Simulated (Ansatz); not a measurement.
**AlH4+ (singlet): wave-function methods side by side, 6-31G**

The task here is to estimate one member of a computed series from the others.

The runs use Ansatz 0.2.0, Gaussian basis; 6-31G, core rule «outside noble gas», up to 5 orbitals frozen.

To be run: UHF; CCSD(T) on RHF; BCCD(T) on RHF; CISD; CCSDT(Q) on RHF; CISDTQ; CCSDTQ on RHF; Full CI.

30 further runs of the same task are left out: 12 for a known fault of the program, 6 that didn't finish, 12 set aside as unsound or not needed.

### The system

The geometry is a PBE0/def2-TZVP stationary point (not a proven minimum) of the parent state, kept for this charge and spin.

5 atoms, charge 1, spin multiplicity 1.

Atoms are counted from 1 here; the program's logs count them from 0.

Bond lengths: Al1–H4 1.595 Å, Al1–H5 1.595 Å, H2–H3 0.766 Å. Angles: H4–Al1–H5 120.0°.

Set-up of the first run:

File in.yaml:

```yaml
crystal:
  periodic: [false, false, false]
  atoms:
    - {symbol: Al, position_ang: [-0.059867, 0.000147, -0.132768]}
    - {symbol: H, position_ang: [0.448722, 0.001802, 1.985772]}
    - {symbol: H, position_ang: [-0.317066, -0.008906, 1.956389]}
    - {symbol: H, position_ang: [0.733301, 1.383310, -0.188797]}
    - {symbol: H, position_ang: [0.737612, -1.380129, -0.199290]}
basis:
  gaussian: {orbitals: 6-31G}
total_charge: 1
magnetization: {spin_polarized: true, initial_magnetization: 0}
hamiltonian: {xc: hf}
output: {orbitals: {seedname: orbitals}}
```

The run is started by

```bash
> ansatz run in.yaml --threads 1 --pin off --events-out ev --progress --plain --max-ram 2393MiB
```

Among the steps run: UHF; CCSD(T) on RHF; BCCD(T) on RHF; CISD; CCSDT(Q) on RHF; CISDTQ; CCSDTQ on RHF; Full CI.

One table of the session follows, with a row left open; its other results are not shown here.

| method | from FCI (meV) |
| --- | --- |
| RHF | ? |
| RMP2 | +669.8 |
| CISD | +98.8 |
| RCCSD | +26.2 |
| RCCSD(T) | +9.0 |
| BCCD(T) | +9.5 |
| RCCSDT | +0.1 |
| CISDTQ | +1.6 |
| RCCSDT(Q) | 0.0 |
| RCCSDTQ | 0.0 |
| FCI | 0 |

**Question.** Estimate the row for RHF.

As computed: from FCI (meV): +2069.8. In the column «from FCI (meV)» it is the highest.
